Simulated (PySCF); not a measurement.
## State search for LiB

Unrestricted PBE0; basis Li def2-SVPD, B def2-SVPD; no relativity; PySCF 2.14. Outer shells of the fragments: Li 2s1; B 2s2 2p1.

Followed along the bond (rough minima from three points):

```
2Ms+1  unpaired  ⟨S²⟩ at the start  R at minimum (Å)  Te (eV)
    3  σ ↑, π ↑               2.00              2.13     0.00
    1  σ ↑, π ↓               1.01              2.14     0.29
    3      π ↑↑               2.01              1.96     0.47
    1      none               0.00              2.41     0.62
    1      π ↑↓               1.01              1.96     0.71
```

Solutions found at the starting distance of 2.100 Å, counted from the lowest of them; the search is not exhaustive and high or unbound solutions are not listed, so other states can lie among these:

```
2Ms+1    unpaired   term  E (eV)  ⟨S²⟩  ⟨Lz²⟩  μ (D)
    3    σ ↑, π ↑     ³Π    0.00  2.00   1.00  -5.74
    1    σ ↑, π ↓  mixed    0.29  1.01   1.00  -5.85
    3        π ↑↑    ³Σ⁻    0.52  2.01   0.00  -5.30
    1        π ↑↓  mixed    0.76  1.01   2.02  -5.11
    1        none    ¹Σ⁺    0.81  0.00   0.00  -5.23
    1        none  mixed    1.61  0.00   2.00  -4.31
    3        σ ↑↑    ³Σ⁺    1.78  2.00   0.00   5.06
    3        π ↑↑  mixed    3.65  2.01   2.01   2.22
    3  σ ↑↑, π ↑↓  mixed    4.49  3.00   2.00  -5.36
    3        σ ↑↑  mixed    5.17  2.22   2.00  -3.88
    3  σ ↑↑↑, π ↓  mixed    6.94  3.00   1.00   4.58
```

A term symbol is given only where ⟨S²⟩ and ⟨Lz²⟩ are close to those of a pure state; real π, δ and φ orbitals otherwise mix terms. A positive dipole means Li(−)B(+).
